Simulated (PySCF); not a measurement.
**[SH2]+: structure of the doublet**

Aim: relax [SH2]+ as a doublet from a linear start, check by its vibrations whether the end is a minimum, and collect its spectrum and constants.

Method: PBE0, basis S def2-TZVP, H def2-TZVP, no relativity, density fitting; program: PySCF 2.14.0.

## (1) Where the work starts

3 atoms, charge 1, spin multiplicity 2.

Bond lengths: S1–H2 1.323 Å, S1–H3 1.323 Å. Angles: H2–S1–H3 180.0°.

Coordinates in bohr (charge 1 multiplicity 2):
```
S     0.0000    0.0000    0.0000
H     0.0000    0.0000    2.5001
H     0.0000    0.0000   -2.5001
```

## (2) First SCF at the start

One driver script runs all steps and calls PySCF; scf.py shows how it sets up the SCF of each step. The optimiser is the driver's own. After this first run the driver tries any further starts and a stability analysis.

scf.py

```python
from pyscf import gto, scf, dft
mol = gto.M(atom='''
S      0.000000     0.000000     0.000000
H      0.000000     0.000000     1.323000
H      0.000000     0.000000    -1.323000''',
    basis={'S': 'def2-TZVP', 'H': 'def2-TZVP'},
    charge=1, spin=1)
mf = dft.UKS(mol, xc='PBE0')
mf.grids.atom_grid = (50, 194)
aux = {'S': 'def2-universal-JKFIT', 'H': 'def2-universal-JKFIT'}
mf = mf.density_fit(auxbasis=aux)
mf.conv_tol = 1e-08
mf.diis_space = 10
mf.max_cycle = 60
mf.init_guess = 'minao'
mf.verbose = 4
mf.kernel()
```

Launch:

```sh
> OMP_NUM_THREADS=2 python axn.py task.json out
```

Further steps of the session: Relaxing the doublet from the linear start; Frequencies; Downhill along the imaginary mode; Hessian and properties.

Q: Predict the outcome of this session. Wanted: minimum; geometry; wavenumbers; dipole moment; highest occupied, lowest empty level; polar-tensor charge of S1; zero-point energy; ⟨S²⟩.

The runs gave:

```
                                          quantity                            value
                                           minimum                     doublet, C2v
                                          geometry    S–H 1.363 Å (×2); H–S–H 92.9°
                                wavenumbers (cm⁻¹)  1182 (a1), 2596 (a1), 2599 (b2)
                    dipole moment (centre of mass)                           1.71 D
highest occupied, lowest empty level (either spin)                -18.19, -13.06 eV
                         polar-tensor charge of S1                          +0.55 e
                                 zero-point energy                      38.1 kJ/mol
                               entropy at 298.15 K                  211.9 J/(mol K)
                                              ⟨S²⟩                            0.756
```

**Reading.** The linear start (D∞h) ends in a minimum of C2v symmetry, after a stop at a second-order saddle point 274.9 kJ/mol higher, from which it was pushed off along an imaginary mode. The strongest infrared band lies at 2599 cm⁻¹ (b2, stretch). Most of the spin sits on S1 (Mulliken spin 1.05, against 1 for the whole molecule). Other starts or spin states, not run here, may lie lower.
